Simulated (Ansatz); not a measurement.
Ideal-gas functions of NO3−, SMILES `O=[N+]([O-])[O-]` at 600 K and 1 bar, from an Ansatz frequency run at PBE0-D4/def2-TZVPD.

Molar mass 62.0 g/mol, point group D3h (symmetry number 6), electronic degeneracy 1, moments of inertia 37.293, 37.293, 74.585 u Å². Harmonic wavenumbers (cm⁻¹, unscaled): 730, 730, 874, 1116, 1448, 1448.

Use S(trans) = R[1.5 ln M + 2.5 ln T − 1.1517]; rotational temperatures θ = 24.2544 K / I; S(rot) = R[ln(√π/σ · √(T³/θAθBθC)) + 1.5]; for each mode x = 1.438777 ν̃/T, S = R[x/(eˣ − 1) − ln(1 − e⁻ˣ)] and H = RT x/(eˣ − 1); 1 cm⁻¹ = 0.0119627 kJ/mol; R = 8.31446 J/(mol·K).

By hand: the entropy, in J/(mol·K).

Translation 174.9. Rotation: θ = 0.6504, 0.6504, 0.3252 K, giving 90.4. Vibration, mode by mode: 4.65, 4.65, 3.53, 2.24, 1.19, 1.19, in all 17.4. Electronic 0.0. Sum 282.7 J/(mol·K).

By hand: H − E and G − E in kJ/mol, counted from the electronic energy.

Zero-point energy ½ × 6346 × 0.0119627 = 38.0; thermal vibration 7.2; translation, rotation and pV give 4 RT = 20.0. H − E = 65.2 kJ/mol, and G − E = 65.2 − 600 × 282.7/1000 = -104.4 kJ/mol.

Vibration gives 6 % of the entropy.
